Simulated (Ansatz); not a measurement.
System: PH4, net charge 1, singlet state. 
Coordinates optimised at B3LYP-D3(BJ)/def2-TZVP (Ansatz, a first-principles code):
```xyz
5

P      0.0000     0.0000     0.0000
H      0.0115     1.3163    -0.4706
H      1.1354    -0.6707    -0.4639
H     -1.1473    -0.6505    -0.4634
H      0.0003     0.0049     1.3979
```
Charge +1, spin multiplicity 1.

Basis-set convergence of Hartree-Fock and CCSD(T) correlation energies (hartree) with Ansatz. Valence correlation only, unless marked. Spin-orbit coupling is left out. No relativistic terms.

| basis | functions | E(HF) | E(corr, CCSD(T)) | rough core time |
|---|---|---|---|---|
| cc-pV(D+d)Z | 43 | -342.79293 | -0.16192 | under 20 s |
| cc-pV(T+d)Z | 95 | -342.80994 | -0.19405 | under 20 s |
| cc-pV(Q+d)Z | 184 | -342.81420 | -0.20396 | 20 s |

Extrapolating the two largest sets (X = 3 and 4) as X^-3: E(corr) = (64·(-0.20396) - 27·(-0.19405))/37 = -0.2112 Eh, an estimate of the basis-set limit. The largest set recovers 96.6 % of it, the smallest 76.7 %.
